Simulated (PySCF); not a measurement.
# Indirect couplings

Bonds (- single, = double, # triple, : aromatic): O1-C2 1.285 Å, C2-C3 1.541 Å, C3-C4 1.516 Å, C4-C2 1.541 Å. C2 carries H5; C3 carries H6, H7; C4 carries H8, H9. Formal charges: O1 -1.

Total charge -1. H7, H8 are cis to O1 on the ring; H6, H9 are trans to O1 on the ring.

Method: B3LYP/pcJ-1//GFN2-xTB, PySCF 2.14; isolated molecule, single conformer, non-relativistic. Couplings are averaged over pairs made equivalent by symmetry, fast rotation or ring inversion, so a value needn't be that of the named pair in this geometry, while other rotamers aren't included; one pair stands for each set, and the list holds those of at least 1.5 Hz over up to four bonds.

Isotopes: $^{13}$C, $^{1}$H, $^{17}$O. Couplings to quadrupolar nuclei such as 17O and 33S are rarely resolved in practice.

```tsv
pair	bonds	J (Hz)
O1, C2	1	36.2
C2, C3	1	14.2
C2, H5	1	?
C3, C4	1	10.1
C3, H6	1	147.0
C3, H7	1	156.2
O1, C3	2	?
O1, H5	2	-7.4
C2, H7	2	-2.3
C3, H5	2	11.4
C3, H8	2	-1.7
C3, H9	2	?
H6, H7	2	-3.2
H5, H6	3	?
H5, H7	3	?
H6, H8	3	5.1
H6, H9	3	10.8
H7, H8	3	?
```

Problem. Estimate the withheld couplings, with signs.

Solution. 
- $^{1}J$(C2,H5) = 154.2 Hz (bond length 1.135 Å, sp3 carbon)
- $^{2}J$(O1,C3) = -3.4 Hz (angle at C2 125°)
- $^{2}J$(C3,H9) = -2.4 Hz (angle at C4 117°)
- $^{3}J$(H5,H6) = 5.7 Hz (dihedral angle 5°)
- $^{3}J$(H5,H7) = 3.7 Hz (dihedral angle 153°)
- $^{3}J$(H7,H8) = 10.4 Hz (dihedral angle 0°)
